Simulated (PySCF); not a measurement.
Molecule: SMILES OCCCO, C$_{3}$H$_{8}$O$_{2}$.

Molfile (atoms numbered from 1):
```
C3H8O2
     RDKit          3D

 13 12  0  0  0  0  0  0  0  0999 V2000
   -1.5765    1.0541    0.5177 O   0  0  0  0  0  0  0  0  0  0  0  0
   -1.2356   -0.2991    0.5514 C   0  0  0  0  0  0  0  0  0  0  0  0
   -0.2208   -0.6825   -0.5187 C   0  0  0  0  0  0  0  0  0  0  0  0
    1.1579   -0.1070   -0.2676 C   0  0  0  0  0  0  0  0  0  0  0  0
    1.0601    1.3039   -0.2178 O   0  0  0  0  0  0  0  0  0  0  0  0
   -0.7441    1.5366    0.4060 H   0  0  0  0  0  0  0  0  0  0  0  0
   -0.8360   -0.6046    1.5452 H   0  0  0  0  0  0  0  0  0  0  0  0
   -2.1632   -0.8774    0.4039 H   0  0  0  0  0  0  0  0  0  0  0  0
   -0.1312   -1.7801   -0.5780 H   0  0  0  0  0  0  0  0  0  0  0  0
   -0.5902   -0.3307   -1.4971 H   0  0  0  0  0  0  0  0  0  0  0  0
    1.5497   -0.5054    0.6899 H   0  0  0  0  0  0  0  0  0  0  0  0
    1.8548   -0.4253   -1.0668 H   0  0  0  0  0  0  0  0  0  0  0  0
    1.9043    1.6701    0.0625 H   0  0  0  0  0  0  0  0  0  0  0  0
  1  2  1  0
  2  3  1  0
  3  4  1  0
  4  5  1  0
  1  6  1  0
  2  7  1  0
  2  8  1  0
  3  9  1  0
  3 10  1  0
  4 11  1  0
  4 12  1  0
  5 13  1  0
M  END
```

Geometry PBE0-D3(BJ)/def2-SVP throughout; GIAO in PySCF, gas phase, one conformer, non-relativistic; equivalent atoms averaged; functional PBE0.

For orientation, cc-pVTZ gives these absolute shieldings σ: O1/O5 296.6, C2/C4 119.4, C3 152.3, H7/H8/H11/H12 27.39, H9/H10 29.65, H6/H13 29.64 ppm.

A run gave: O1/O5 312.1, C2/C4 123.4, C3 158.1, H7/H8/H11/H12 28.68, H9/H10 31.02, H6/H13 32.25 ppm (absolute shieldings σ).

Task: Which basis set was used in that run?
A. pcSseg-1
B. pcSseg-0
C. pcSseg-2
D. def2-SVP

Result: B. H6/H13 tells them apart best: pcSseg-0 gives 32.25, pcSseg-1 gives 29.67, pcSseg-2 gives 29.31, def2-SVP gives 30.13 ppm.
